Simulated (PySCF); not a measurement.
Computed spin Hamiltonian

Species: C2HCl2 (doublet state).
SMILES with atom numbers: `[CH:1]=[C:2]([Cl:3])[Cl:4]` (hydrogens: H5 on C1)

Structure used (GFN2-xTB), in Å, numbered top down from 1:
```
atom  x, y, z in Å
C1    -0.779   -0.611   -0.287
C2     0.328    0.018   -0.193
Cl3    0.403    1.813   -0.290
Cl4    1.884   -0.668    0.032
H5    -1.826   -0.549   -0.417
```

Computed with UKS B3LYP, pcH-1 on C Cl H, non-relativistic, mean-field spin-orbit, GIAO in PySCF. Isolated species at its GFN2-xTB geometry, gas phase. Couplings are sensitive to structure, and on GFN2-xTB geometries they can be far from those on DFT ones.

* g1, g2, g3: 1.99795, 1.99920, 2.00439
* g_iso: 2.00051
* Form of g: rhombic: the two nearest values differ by 19 % of g3 − g1
* ⟨S²⟩: 0.7598 (exact 0.7500)
* α and β electrons: 24, 23
* HOMO–LUMO gap, α and β orbitals: 6.93, 3.92 eV
* Total energy: -997.10304 Eh
* Basis functions: 130

Hyperfine couplings atom by atom, in MHz; T1 to T3 are the principal values of the dipolar part; ρ(0) is the spin density at the nucleus:

| atom | isotope | a_iso | of which spin–orbit | T1 | T2 | T3 | Mulliken spin population | ρ(0) (bohr⁻³) |
| --- | --- | --- | --- | --- | --- | --- | --- | --- |
| C1 | 13C | 231.3 | -0.5 | -82.7 | -61.2 | 143.9 | 0.99 | 0.2062 |
| C2 | 13C | -17.7 | -0.1 | -19.1 | 0.8 | 18.3 | -0.13 | -0.0156 |
| Cl3 | 35Cl | 22.5 | 0.7 | -27.7 | -25.7 | 53.4 | 0.12 | 0.0497 |
| Cl4 | 35Cl | 13.2 | 0.1 | -13.9 | -9.9 | 23.8 | 0.04 | 0.0299 |
| H5 | 1H | -14.2 | -0.1 | -33.5 | -6.8 | 40.4 | -0.02 | -0.0032 |

The largest Mulliken spin populations are on C1 (+0.99), C2 (-0.13) and Cl3 (+0.12). C1 is the only atom above +0.15. The positive populations add up to 1.15 and the negative ones to -0.15, together 2S = 1.

Axes: g1 points within 1° of the C1–C2 bond and g2 is normal to the molecular plane.

Under fast tumbling the dipolar parts average out, and these isotropic splittings remain: 1 × 35Cl (Cl3, I = 3/2, 4 lines) with 0.80 mT, 1 × 1H (H5, I = 1/2, 2 lines) with 0.51 mT and 1 × 35Cl (Cl4, I = 3/2, 4 lines) with 0.47 mT.

Main isotope only: 35Cl (natural samples also hold 24 % 37Cl, magnetic too, which adds its own pattern).

The 13C coupling of C1 (231.3 MHz) shows only in satellite lines or after enrichment, since that isotope makes up about 1.07 % of natural carbon.

β density exceeds α density at some nuclei, such as C2 (-0.0156) and H5 (-0.0032), spin density in bohr⁻³. In a single determinant that takes different orbitals for the two spins, that is spin polarisation.
